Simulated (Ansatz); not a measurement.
# CH5BO, SMILES BCO: vertical and adiabatic energies of changing the electron count

With Ansatz's Python interface.

The cells in order, each with its output:

```python
import ansatz
import numpy as np

geometry_ang = [
    ("B", (-0.5773, 0.4698, -0.7158)),
    ("C", (0.4581, 0.0861, 0.351)),
    ("O", (0.6432, -1.2931, 0.2871)),
    ("H", (-0.3662, 0.3047, -1.8769)),
    ("H", (-1.6183, 1.0468, -0.4049)),
    ("H", (0.1305, 0.4178, 1.3663)),
    ("H", (1.4404, 0.6118, 0.1233)),
    ("H", (-0.0183, -1.7011, 0.8142)),
]
mol = ansatz.Crystal.molecule()
for symbol, xyz in geometry_ang:
    mol = mol.atom(symbol, xyz)

calculation = mol.calculation().basis(gaussian="def2-SVP").functional("b3lyp")
symbols = [site.symbol for site in mol.cartesian_sites]
start = np.array([site.position_ang for site in mol.cartesian_sites], dtype=float)
summary = calculation.relax(force_tolerance=0.01, max_steps=100).run(threads=1).report
end = np.array(summary["positions_ang"])
```

```python
minimum = ansatz.Crystal.molecule()
for symbol, place in zip(symbols, end):
    minimum = minimum.atom(symbol, place.tolist())
ion = (
    minimum.calculation()
    .basis(gaussian="def2-SVP")
    .functional("b3lyp")
    .charge(1)
    .spin("collinear", total=1)
)
vertical = ion.run(threads=1).report
settled = ion.relax(force_tolerance=0.01, max_steps=80).run(threads=1).report
print(f"vertical ionisation energy   {vertical['free_energy_ev'] - summary['free_energy_ev']:.3f} eV")
print(f"adiabatic, no zero point     {settled['free_energy_ev'] - summary['free_energy_ev']:.3f} eV")
print(f"relaxation energy of the ion {vertical['free_energy_ev'] - settled['free_energy_ev']:.3f} eV")
ionised = np.array(settled["positions_ang"])
print("final positions (A) and the move of each atom")
for symbol, xyz, old in zip(symbols, ionised, end):
    print(f"{symbol:2s} {xyz[0]:10.5f} {xyz[1]:10.5f} {xyz[2]:10.5f}   {np.linalg.norm(xyz - old):7.4f}")
```

    vertical ionisation energy   10.302 eV
    adiabatic, no zero point     9.577 eV
    relaxation energy of the ion 0.725 eV
    final positions (A) and the move of each atom
    B    -0.66164    0.59731   -0.79695    0.1765
    C     0.36524   -0.01313    0.43434    0.1073
    O     0.77611   -1.25935    0.22432    0.3062
    H    -0.70370   -0.06443   -1.78814    0.6050
    H    -1.13083    1.63770   -0.44007    0.3807
    H    -0.07255    0.23368    1.41572    0.1484
    H     1.11663    0.72404    0.04109    0.4348
    H     0.40285   -1.91303    0.85398    0.7715

What to keep in mind:
- The settings weren't tested for convergence.
- The energies are electronic: no zero-point or thermal terms, and the basis set is short of its limit. The product may relax into another structure. Each relaxation finds its nearest minimum, which needn't be the lowest.
- b3lyp holds the VWN-RPA fit, as in Gaussian; the form of ORCA and Turbomole is b3lyp5.
- Wall time of the script: 4.1 min on 1 thread of AMD EPYC 7571, with other jobs on the host, peak memory 0.24 GiB.
